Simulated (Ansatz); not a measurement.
in.yaml

```yaml
crystal:
  periodic: [false, false, false]
  atoms:
    - {symbol: N, position_ang: [0.000000, -0.961233, 1.001158]}
    - {symbol: S, position_ang: [0.000000, 0.788373, -2.948688]}
    - {symbol: S, position_ang: [0.000000, -0.306221, 2.479889]}
    - {symbol: H, position_ang: [0.000000, -1.980759, 1.001158]}
basis:
  gaussian: {orbitals: STO-3G}
magnetization: {spin_polarized: true, initial_magnetization: 0}
correlation: {method: ccsdt_q_b, electrons: outside_noble_gas}
```

```sh
$ ansatz run in.yaml --threads 1 --pin off --events-out ev --progress --plain --max-ram 2393MiB
```

Q: Roughly how long does this take on 1 thread of Arm Neoverse V2, shared host, and how much host memory?

A: 25 s wall and 0.26 GiB.

```
376 factors; integrals over basis functions are off by at most 6.4e-8 eV
mean field evaluation 1: about -22830.5073 eV, gradient 1.0e1 eV
mean field evaluation 2: about -22830.5208 eV, gradient 1.0e1 eV
mean field evaluation 4: about -22692.1295 eV, gradient 3.2e1 eV
mean field evaluation 8: about -22868.3935 eV, gradient 4.8e0 eV
mean field evaluation 16: about -22868.9617 eV, gradient 1.3e-6 eV
mean field evaluation 32: about -22871.7498 eV, gradient 2.7e-1 eV
mean field evaluation 64: about -22871.7667 eV, gradient 7.2e-4 eV
mean field evaluation 96: about -22868.7825 eV, gradient 6.5e0 eV
mean field evaluation 128: about -22829.2617 eV, gradient 2.0e1 eV
mean field evaluation 160: about -22868.3467 eV, gradient 4.8e0 eV
...
cycle  30  -3.65047852 eV  change   -1.2e-6 eV  update   1.7e-5
cycle  31  -3.65047954 eV  change   -1.0e-6 eV  update   2.8e-5
cycle  32  -3.65048047 eV  change   -9.2e-7 eV  update   1.6e-5
cycle  33  -3.65048064 eV  change   -1.7e-7 eV  update   4.3e-5
cycle  34  -3.65048201 eV  change   -1.4e-6 eV  update   1.6e-5
cycle  35  -3.65048334 eV  change   -1.3e-6 eV  update   1.3e-6
cycle  36  -3.65048398 eV  change   -6.4e-7 eV  update   1.8e-5
cycle  37  -3.65048450 eV  change   -5.2e-7 eV  update   1.3e-5
cycle  38  -3.65048461 eV  change   -1.1e-7 eV  update   1.1e-5
cycle  39  -3.65048529 eV  change   -6.8e-7 eV  update   1.7e-6
perturbative correction -0.02554895 eV, -0.0009389065 hartree
WARN: the results are in doubt because among natural orbitals full CI differs from the method by +1.756 eV
Total energy: -22875.44269187 eV, -840.6570133944 hartree
In doubt: among natural orbitals full CI differs from the method by +1.756 eV
```
